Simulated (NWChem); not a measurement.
System: B, doublet

The following NWChem deck was run.

```
start job
memory heap 200 mb stack 900 mb global 1100 mb
geometry units angstroms noautoz
  B      0.000000     0.000000     0.000000
end
basis spherical
  * library 6-31g*
end
dft
  odft
  mult 2
  xc becke88 lyp
  iterations 150
  mulliken
end
task dft energy
```

NWChem printed, in part:

```
             Northwest Computational Chemistry Package (NWChem) 7.3.0
             --------------------------------------------------------

                             Geometry "geometry" -> ""
                             -------------------------

 Output coordinates in angstroms (scale by  1.889725989 to convert to a.u.)

  No.       Tag          Charge          X              Y              Z
 ---- ---------------- ---------- -------------- -------------- --------------
    1 B                    5.0000     0.00000000     0.00000000     0.00000000

 Effective nuclear repulsion energy (a.u.)       0.0000000000

                                 NWChem DFT Module
                                 -----------------

 Summary of "ao basis" -> "ao basis" (spherical)
 ------------------------------------------------------------------------------
       Tag                 Description            Shells   Functions and Types
 ---------------- ------------------------------  ------  ---------------------
 B                           6-31g*                  6       14   3s2p1d

            General Information
            -------------------
          SCF calculation type: DFT
          Wavefunction type:  spin polarized.
          No. of atoms     :     1
          No. of electrons :     5
           Alpha electrons :     3
            Beta electrons :     2
          Charge           :     0
          Spin multiplicity:     2
          Use of symmetry is: off; symmetry adaption is: off
          Maximum number of iterations: 150
          AO basis - number of functions:    14
                     number of shells:     6
          Convergence on energy requested:  1.00D-06
          Convergence on density requested:  1.00D-05
          Convergence on gradient requested:  5.00D-04

              XC Information
              --------------
                    Becke 1988 Exchange Functional  1.000
              Lee-Yang-Parr Correlation Functional  1.000

             Grid Information
             ----------------
          Grid used for XC integration:  medium
          Radial quadrature: Mura-Knowles
          Angular quadrature: Lebedev.
          Tag              B.-S. Rad. Rad. Pts. Rad. Cut. Ang. Pts.
          ---              ---------- --------- --------- ---------
          B                   0.85       49           5.0       434
          Grid pruning is: on
          Number of quadrature shells:    49
          Spatial weights used:  Erf1

      Superposition of Atomic Density Guess
      -------------------------------------

 Sum of atomic energies:         -24.52608849

      Non-variational initial energy
      ------------------------------

 Total energy =     -24.344905
 1-e energy   =     -32.439213
 2-e energy   =       8.094308
 HOMO         =       0.035704
 LUMO         =       0.035704

     ---------------------------------------------
      Total Density - Mulliken Population Analysis
     ---------------------------------------------

    Atom       Charge   Shell Charges
 -----------   ------   -------------------------------------------------------
    1 B    5     5.00   2.00  0.72  0.36  1.28  0.64  0.00

     --------------------------------------------
      Spin Density - Mulliken Population Analysis
     --------------------------------------------

    Atom       Charge   Shell Charges
 -----------   ------   -------------------------------------------------------
    1 B    5     1.00   0.00  0.00  0.36  0.00  0.64  0.00

   convergence    iter        energy       DeltaE   RMS-Dens  Diis-err
 ---------------- ----- ----------------- --------- --------- ---------
 d= 0,ls=0.0,diis     1    -24.6241072317 -2.46D+01  2.43D-02  2.22D-02
                                                     5.65D-03  7.02D-03
 d= 0,ls=0.0,diis     2    -24.6390434630 -1.49D-02  5.85D-03  1.38D-03
                                                     6.34D-03  1.54D-03
 d= 0,ls=0.0,diis     3    -24.6404796673 -1.44D-03  1.22D-03  7.72D-05
                                                     4.91D-04  2.22D-05
 d= 0,ls=0.0,diis     4    -24.6405361115 -5.64D-05  1.70D-05  5.22D-08
                                                     7.23D-05  2.80D-07
 d= 0,ls=0.0,diis     5    -24.6405362639 -1.52D-07  1.03D-06  1.57D-11
                                                     1.04D-06  4.82D-11

         Total DFT energy =      -24.640536263898
      One electron energy =      -32.469028414911
           Coulomb energy =       11.734111551303
    Exchange-Corr. energy =       -3.905619400291
 Nuclear repulsion energy =        0.000000000000

 Numeric. integr. density =        4.999999515648

                    DFT Final Alpha Molecular Orbital Analysis
                    ------------------------------------------

 Vector    1  Occ=1.000000D+00  E=-6.616239D+00
              MO Center=  3.4D-15,  2.8D-17, -2.4D-16, r^2= 4.1D-02
   Bfn.  Coefficient  Atom+Function         Bfn.  Coefficient  Atom+Function
  ----- ------------  ---------------      ----- ------------  ---------------
     1      0.994495  1 B  s                  2      0.035593  1 B  s

 Vector    2  Occ=1.000000D+00  E=-3.306758D-01
              MO Center=  5.9D-12,  1.9D-14, -9.8D-14, r^2= 1.2D+00
   Bfn.  Coefficient  Atom+Function         Bfn.  Coefficient  Atom+Function
  ----- ------------  ---------------      ----- ------------  ---------------
     6      0.651791  1 B  s                  2      0.411204  1 B  s
     1     -0.240585  1 B  s

[...]
```

Level: BLYP/6-31G* (spherical d), spin-unrestricted. The open p shell is one determinant without spherical averaging. No stability test was run on the SCF state.
